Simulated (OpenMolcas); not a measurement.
**How the cost of UBHLYP grows with the basis: doublet C2H3N+**

The species is C2H3N+ (6 atoms), meant as a doublet with charge +1. As SMILES of the parent species, `CC#N`. The coordinates come from a GFN2-xTB relaxation. That shape belongs to the parent species and isn't relaxed for this state.

UBHLYP, energy, OpenMolcas 26.06, on 1 thread of Arm Neoverse V2, shared host. N is the number of basis functions, t the processor time.

| basis | N | t (s) | ln N | ln t |
| --- | --- | --- | --- | --- |
| def2-SV(P) | 48 | 6.5 | 3.871 | 1.872 |
| def2-SVP | 57 | 7.9 | 4.043 | 2.067 |
| def2-TZVP | 111 | ? | 4.710 | ? |
| def2-TZVPP | 135 | 56 | 4.905 | 4.025 |

Problem. Fit t = C·Nᵖ to the known rows and estimate the time in def2-TZVP.

Solution. 
1. Means of the 3 rows: ln N = 4.27300, ln t = 2.6547.
2. Σ(Δln N)² = 0.61393, Σ(Δln N·Δln t) = 1.3158, so the slope is 1.3158/0.61393 = 2.1432.
3. Intercept: 2.6547 − (2.1432) × 4.27300 = -6.5032. The largest residual of the fit is 0.095.
4. ln t = -6.5032 + 2.1432 × 4.710, so t ≈ 36 s.

The run took 32 s, so the estimate is too long by a factor of about 1.1. The fitted power is 2.1, with the electron count fixed.
